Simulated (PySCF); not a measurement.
PySCF input (PBE/6-311+G**):

```python
import numpy as np, basis_set_exchange as bse
from pyscf import gto, scf, dft, df
from pyscf.prop.polarizability import rks as pol

basis = {'C': gto.basis.parse(bse.get_basis('6-311+G**', elements=['C'], fmt='nwchem')), 'H': gto.basis.parse(bse.get_basis('6-311+G**', elements=['H'], fmt='nwchem')), 'N': gto.basis.parse(bse.get_basis('6-311+G**', elements=['N'], fmt='nwchem'))}
mol = gto.M(
    atom='''
    C    -0.00000000   -0.00000000   -0.49689011
    N     0.00000000    0.00000000    0.64927938
    H    -0.00000000   -0.00000000   -1.56361504
    ''',
    basis=basis,
    charge=0,
    verbose=4,
    max_memory=2160,
)
mf = dft.RKS(mol, xc='pbe')
mf.grids.level = 3
mf = mf.density_fit(auxbasis=df.autoaux(mol))
mf.conv_tol = 1e-9
mf.max_cycle = 100
print('smallest overlap eigenvalue', np.linalg.eigvalsh(mol.intor('int1e_ovlp'))[0])
mf.kernel()
dip = mf.dip_moment()
p = pol.Polarizability(mf)
p.max_cycle_cphf = 60
alpha = p.polarizability()
print('polarisability/bohr^3', alpha.trace() / 3)
```

Output:

```
PySCF version 2.14.0

[INPUT] verbose = 4
[INPUT] num. atoms = 3
[INPUT] num. electrons = 14
[INPUT] charge = 0
[INPUT] spin (= nelec alpha-beta = 2S) = 0
[INPUT] symmetry False subgroup None
[INPUT] Mole.unit = angstrom
[INPUT] Symbol           X                Y                Z      unit          X                Y                Z       unit  Magmom
[INPUT]  1 C      0.000000000000   0.000000000000  -0.496890110000 AA    0.000000000000   0.000000000000  -0.938986221905 Bohr   0.0
[INPUT]  2 N      0.000000000000   0.000000000000   0.649279380000 AA    0.000000000000   0.000000000000   1.226960206527 Bohr   0.0
[INPUT]  3 H      0.000000000000   0.000000000000  -1.563615040000 AA    0.000000000000   0.000000000000  -2.954804189851 Bohr   0.0

nuclear repulsion = 24.0414551204057
number of shells = 24
number of NR pGTOs = 78
number of NR cGTOs = 50
basis = {'C': [[0, [4563.24, 0.00196665], [682.024, 0.0152306], [154.973, 0.0761269], [44.4553, 0.260801], [13.029, 0.616462], [1.82773, 0.221006]], [0, [20.9642, 0.11466], [4.80331, 0.919999], [1.45933, -0.00303068]], [0, [0.483456, 1.0]], [0, [0.145585, 1.0]], [0, [0.0438, 1.0]], [1, [20.9642, 0.0402487], [4.80331, 0.237594], [1.45933, 0.815854]], [1, [0.483456, 1.0]], [1, [0.145585, 1.0]], [1, [0.0438, 1.0]], [2, [0.626, 1.0]]], 'H': [[0, [33.865, 0.0254938], [5.09479, 0.190373], [1.15879, 0.852161]], [0, [0.32584, 1.0]], [0, [0.102741, 1.0]], [1, [0.75, 1.0]]], 'N': [[0, [6293.48, 0.00196979], [949.044, 0.0149613], [218.776, 0.0735006], [63.6916, 0.248937], [18.8282, 0.60246], [2.72023, 0.256202]], [0, [30.6331, 0.111906], [7.02614, 0.921666], [2.11205, -0.00256919]], [0, [0.684009, 1.0]], [0, [0.200878, 1.0]], [0, [0.0639, 1.0]], [1, [30.6331, 0.0383119], [7.02614, 0.237403], [2.11205, 0.817592]], [1, [0.684009, 1.0]], [1, [0.200878, 1.0]], [1, [0.0639, 1.0]], [2, [0.913, 1.0]]]}
ecp = {}
ETB for N: l = 0, exps = 0.1278 * 1.8^n , n = 0..15
ETB for N: l = 1, exps = 0.1278 * 1.8^n , n = 0..13
ETB for N: l = 2, exps = 0.1278 * 1.8^n , n = 0..11
ETB for N: l = 3, exps = 0.9769 * 2.2^n , n = 0..2
ETB for H: l = 0, exps = 0.205482 * 1.8^n , n = 0..10
ETB for H: l = 1, exps = 0.852741 * 2^n , n = 0..2
ETB for H: l = 2, exps = 1.5 * 2.2^n , n = 0..0
ETB for C: l = 0, exps = 0.0876 * 1.8^n , n = 0..15
ETB for C: l = 1, exps = 0.0876 * 1.8^n , n = 0..13
ETB for C: l = 2, exps = 0.0876 * 1.8^n , n = 0..12
ETB for C: l = 3, exps = 0.6698 * 2.2^n , n = 0..2
smallest overlap eigenvalue 0.0013633014520460993

******** <class 'pyscf.df.df_jk.DFRKS'> ********
method = DFRKS
initial guess = minao
damping factor = 0
level_shift factor = 0
DIIS = <class 'pyscf.scf.diis.CDIIS'>
diis_start_cycle = 1
diis_space = 8
diis_damp = 0
SCF conv_tol = 1e-09
SCF conv_tol_grad = None
SCF max_cycles = 100
direct_scf = False
XC library pyscf.dft.libxc version 7.1.2
    S. Lehtola, C. Steigemann, M. J. T. Oliveira, and M. A. L. Marques,  SoftwareX 7, 1–5 (2018)
XC functionals = pbe
    J. P. Perdew, K. Burke, and M. Ernzerhof,  Phys. Rev. Lett. 77, 3865 (1996)
    J. P. Perdew, K. Burke, and M. Ernzerhof,  Phys. Rev. Lett. 78, 1396 (1997)
    J. P. Perdew, K. Burke, and M. Ernzerhof,  Phys. Rev. Lett. 77, 3865 (1996)
    J. P. Perdew, K. Burke, and M. Ernzerhof,  Phys. Rev. Lett. 78, 1396 (1997)
radial grids:
    Treutler-Ahlrichs [JCP 102, 346 (1995); DOI:10.1063/1.469408] (M4) radial grids

becke partition: Becke, JCP 88, 2547 (1988); DOI:10.1063/1.454033
pruning grids: <function nwchem_prune>
grids dens level: 3
symmetrized grids: False
atomic radii adjust function: <function treutler_atomic_radii_adjust>
small_rho_cutoff = 0
Set gradient conv threshold to 3.16228e-05
Initial guess from minao.
tot grids = 37832
init E= -93.4443146306555
  HOMO = -0.38081662617103  LUMO = -0.0609605668900476  gap/eV = 8.70373
cycle= 1 E= -93.3047031992784  delta_E= 0.14  |g|= 0.354  |ddm|= 1.43
  HOMO = -0.228438792065589  LUMO = -0.0125191448520307  gap/eV = 5.87547
cycle= 2 E= -93.0684083920472  delta_E= 0.236  |g|= 1.05  |ddm|= 0.892
  HOMO = -0.315921836976993  LUMO = -0.0234002763062751  gap/eV = 7.95992
cycle= 3 E= -93.3335966122541  delta_E= -0.265  |g|= 0.128  |ddm|= 0.649
  HOMO = -0.33710830188352  LUMO = -0.0380935826990362  gap/eV = 8.13660
cycle= 4 E= -93.3374200242232  delta_E= -0.00382  |g|= 0.0163  |ddm|= 0.0878
  HOMO = -0.334223941742165  LUMO = -0.0359589162438285  gap/eV = 8.11620
cycle= 5 E= -93.3374827450526  delta_E= -6.27e-05  |g|= 0.00245  |ddm|= 0.0149
  HOMO = -0.334177985538224  LUMO = -0.0359674921618967  gap/eV = 8.11472
cycle= 6 E= -93.3374843149297  delta_E= -1.57e-06  |g|= 0.000122  |ddm|= 0.00173
  HOMO = -0.334160234652192  LUMO = -0.0359517813606699  gap/eV = 8.11467
cycle= 7 E= -93.3374843189619  delta_E= -4.03e-09  |g|= 1.01e-05  |ddm|= 0.00011
  HOMO = -0.334160083849439  LUMO = -0.0359522311612894  gap/eV = 8.11465
cycle= 8 E= -93.3374843189914  delta_E= -2.95e-11  |g|= 2.11e-06  |ddm|= 7.26e-06
  HOMO = -0.334159613977954  LUMO = -0.0359518315644416  gap/eV = 8.11465
Extra cycle  E= -93.3374843189833  delta_E= 8.07e-12  |g|= 6.5e-06  |ddm|= 4.97e-06
converged SCF energy = -93.3374843189833
Dipole moment(X, Y, Z, Debye): -0.00000, -0.00000, -2.96642
Isotropic polarizability 14.666476064
Polarizability anisotropy 12.1242866389
polarisability/bohr^3 14.666476063993898
```
